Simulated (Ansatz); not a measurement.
Basis-set extrapolation for `CC(C)(C)C#N` (PBE0-D4/def2-TZVP geometry, frozen core, the Gaussian-basis code of Ansatz). Multiplicity 1, RHF reference.

```csv
,def2-TZVPP,def2-QZVPP
HF,-249.125468,-249.136450
MP2 correlation,-1.039923,-1.105177
CCSD(T) correlation,-1.130773,not run
```

Energies in hartree. Use E(X) = E(∞) + A·exp(−7.88·√X) for Hartree–Fock and E(X) = E(∞) + B·X^(−2.97) for correlation, with X = 3 and 4, and add CCSD(T) minus MP2 of the smaller set to the MP2 limit.

**Question.** What is the CCSD(T) energy at the basis-set limit?

**Answer.** HF limit: -249.136450 + (-0.010982) × 0.13774 = -249.13796. MP2 limit: -1.105177 + (-0.065254) × 0.74074 = -1.15351. Higher-order term: -1.130773 − (-1.039923) = -0.09085. Total: -250.38232 hartree, 331.0 kJ/mol below CCSD(T)/def2-TZVPP.
